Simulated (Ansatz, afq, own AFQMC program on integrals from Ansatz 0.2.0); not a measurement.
Integrals from Ansatz 0.2.0, then the random walk in our own AFQMC program (afq).

```yaml
crystal:
  periodic: [false, false, false]
  atoms:
    - {symbol: N, position_ang: [-0.131534, 0.000000, 0.955885]}
    - {symbol: C, position_ang: [0.125739, 0.000000, -1.083296]}
    - {symbol: H, position_ang: [0.328253, -1.234755, 1.661823]}
    - {symbol: H, position_ang: [0.328251, 1.234755, 1.661823]}
    - {symbol: H, position_ang: [-0.163489, -1.379482, -1.849165]}
    - {symbol: H, position_ang: [-0.163491, 1.379482, -1.849165]}
basis:
  gaussian: {orbitals: 6-31G}
magnetization: {spin_polarized: false, initial_magnetization: 1}
correlation: {method: ccsd_t, electrons: outside_noble_gas, hamiltonian_folder: ham}
```

```sh
$ ansatz run in.yaml --threads 1 --pin off --events-out ev --progress --plain --max-ram 1382MiB
```

afq runs on the folder ham with

```
--method phaseless --trial cisd --walkers 70 --populations 1 --least-time 40 --time-step 0.005 --steps-per-block 50 --equilibration-blocks 40 --max-blocks 300 --target-error 0.00086 --factor-cut 1e-05 --start spin_pure --seed 7696 --release-times 0.24,0.51,0.99,1.62,2.4 --release-step 0.03 --release-every 4 --taylor-order 6
```

Times are imaginary, in 1/Eh. The walk had a cap of 512 s.

afq prints:

```
orbitals 24  electrons 7 6  factors 156 of 387
reference energy -94.08093781 Eh
CCSD correlation -0.31101074 Eh in 21 cycles, weight of the determinant in the CISD state 0.7207
energy of the start -94.391948 Eh
 block  time / (1/Eh)  mean weight  energy / Eh
     1     0.250  0.9994  -94.382490
     2     0.500  0.9998  -94.382452
     3     0.750  1.0011  -94.387343
     4     1.000  1.0006  -94.388223
     5     1.250  0.9997  -94.409234
     7     1.750  0.9976  -94.388750
     9     2.250  1.0010  -94.388160
    17     4.250  0.9998  -94.408861
    33     8.250  1.0025  -94.393691
    49    12.250  0.9995  -94.400882
    65    16.250  0.9982  -94.412973
    81    20.250  0.9987  -94.388972
    97    24.250  0.9998  -94.432542
   113    28.250  1.0003  -94.402029
   129    32.250  1.0012  -94.408104
   145    36.250  0.9996  -94.398035
   161    40.250  1.0009  -94.389448
   177    44.250  1.0003  -94.408243
   193    48.250  1.0016  -94.412576
   209    52.250  1.0003  -94.397684
   225    56.250  1.0017  -94.389593
   241    60.250  0.9989  -94.401916
   257    64.250  1.0004  -94.405122
   273    68.250  1.0004  -94.396465
   289    72.250  1.0007  -94.426697
   305    76.250  0.9998  -94.371480
   321    80.250  0.9996  -94.404090
   337    84.250  0.9981  -94.397187
blocks merged  error / Eh  count
     1  0.000795  300
     2  0.000966  150
     4  0.001203  75
     8  0.001301  37
    16  0.001537  18
    32  0.001500  9
released: time / (1/Eh)  energy / Eh  error  mean overlap
  0.24  -94.405367  0.001871  0.9941
  0.51  -94.406167  0.001698  1.0022
  0.99  -94.409413  0.001551  1.0026
  1.62  -94.412185  0.001981  0.9961
  2.40  -94.411724  0.002975  0.9969
energy -94.403101 +/- 0.001537 Eh
(rows thinned)
```

The run passed its tests (sampling time, drift between the halves within three errors, error under three times the target), which doesn't prove that it has relaxed.

Against this walk (error 41.8 meV) on the same determinant: CCSD(T) 151.4 meV lower, CCSDT(Q) 234.1 meV lower. The error is statistical and leaves out the bias of the constraint. None of these is a sure reference here. Released to 2.40 1/Eh the energy lies 235 ± 91 meV (both errors) below the phaseless value, which shows part or all of the bias of the constraint, and CCSDT(Q) lies 0.5 meV above the released value.

Cautions: constraint bias not in the error; error above the target (41.8 against 23.4 meV); higher spins were not checked; a spin-contaminated unrestricted determinant lies lower (UHF 1.75 eV lower, ⟨S²⟩ 2.42); strong correlation (T1 0.057, weight of the determinant 0.72, largest double 0.10); the bias of populations of 70 walkers isn't removed.

The walk took 3.8 min on 1 thread of Arm Neoverse V1, on a shared host. The log's last line is the phaseless energy.

CCSDT and higher add their correlation energy to the determinant of the CCSD(T) run, since their own runs factorise the integrals more tightly (a shift of under 2 meV). A walk keeps the symmetry of its determinant, which the program's search chose and which needn't be the lowest solution, so a lower state of the same spin and another symmetry isn't excluded.
